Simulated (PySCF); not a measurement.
sulfur dioxide (O2S), SMILES O=S=O. The structure is a stationary point at B3LYP-D3(BJ)/def2-TZVP.

TDA-M06-2X/def2-TZVPD in PySCF puts the lowest singlet excitations at 4.24, 4.63, 6.69, 8.55, 8.56, 8.66 eV.

**Question.** What are the lowest excitation roots from ADC(2)/aug-cc-pVDZ run with PySCF 2.14.0? (The exact figures need the calculation; the answer reports its results.)

**Answer.** 4.08, 4.42, 6.28, 8.06, 8.69, 8.70 eV. S1 differs by -0.17 eV (second minus first; roots are paired by order, and the bases may differ).
